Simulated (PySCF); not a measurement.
## Shapes and spin states of S₃

Method: B3LYP/[S def2-TZVP], no relativity, density fitting, PySCF.

Relaxations began from a few typed shapes and spin states; open shells are unrestricted. The search is not exhaustive: other isomers or separated fragments can lie lower, and high-lying points may rest on an excited occupation.

Problem. Order these stationary points by electronic energy, lowest first, in kJ/mol from the lowest minimum.
A. singlet C2v: S–S 1.923 Å (×2); S–S–S 118.1°
B. triplet C2v: S–S 1.964 Å (×2); S–S–S 127.9°
C. singlet D3h: S–S 2.091 Å (×3); S–S–S 60.0° (×3)

Solution. A (0.0), C (35.3), B (99.5).

Problem. Which of them are minima?

Solution. By energy in kJ/mol, 0.0: minimum; 35.3: minimum; 99.5: minimum.
